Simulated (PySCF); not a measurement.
Al(Cl)3 anion (AlCl3), SMILES [Al]([Cl])([Cl])[Cl] (connectivity only; charge and spin as stated), charge -1, multiplicity 2.

The structure is a stationary point at PBE0-D3(BJ)/def2-SVPD. The multiplicity is an assumed one; other spin states were not compared. The isomer is the one that the SMILES or the coordinates give; other isomers of the formula were not compared.

Two levels are set side by side: PBE/def2-TZVPD (PySCF) and M06-2X/def2-TZVPD (PySCF). Same geometry, gas phase. Differences are taken from unrounded values.

| quantity | M06-2X |
|---|---|
| α-spin orbital gap (eV) | 4.98 |
| β-spin orbital gap (eV) | 6.00 |
| mean polarisability (bohr³) | 94.5 |

Question: What does PBE give, and how far is it from M06-2X? (An estimate is asked for; the answer gives what the named calculation found.)

Answer: 
```
quantity                       PBE  PBE minus M06-2X
---------------------------  -----  ----------------
α-spin orbital gap (eV)       2.95             -2.03
β-spin orbital gap (eV)       4.28             -1.71
mean polarisability (bohr³)  105.7              11.2
```

PBE's more diffuse valence density responds more strongly to a field. Differences between two approximate levels are no errors against the true value.

Rough cost on one machine, each run with all the roots and properties that it gave: M06-2X against PBE within a factor of 2.
